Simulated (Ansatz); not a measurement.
Consider GaN in the wurtzite structure (space group P6_3mc, No. 186; a = 3.183 Å, c = 5.184 Å).

Level of theory: r2SCAN, PAW, 500 eV (Ansatz, a quantum-chemistry and plane-wave program; spin-orbit coupling left out).

Modification: every Ga is replaced by Al; the structure is relaxed again.

Measured band gap: GaN 3.68 eV (static lattice; corrected from measurement; as listed in Wei Chen et al., Physical Review Materials (2018)); AlN 6.51 eV (static lattice; corrected from measurement; as listed in Martin Feneberg et al., Physical Review B (2010)).

Measured lattice parameter a: GaN 3.189 Å (room temperature; as listed in M J Lucero, T M Henderson, G E Scuseria, Journal of Physics Condensed Matter (2012)); AlN 3.1113 Å (0 K or low temperature; as listed in arXiv:1206.3780).

### Question
How well does r2SCAN reproduce the measured shift?

### Answer
With r2SCAN the band gap moves by +2.53 eV (2.35 → 4.88) against +2.83 eV measured; the lattice parameter a moves by -0.076 Å (3.183 → 3.107) against -0.078 Å measured.

No phonon test of stability was made.
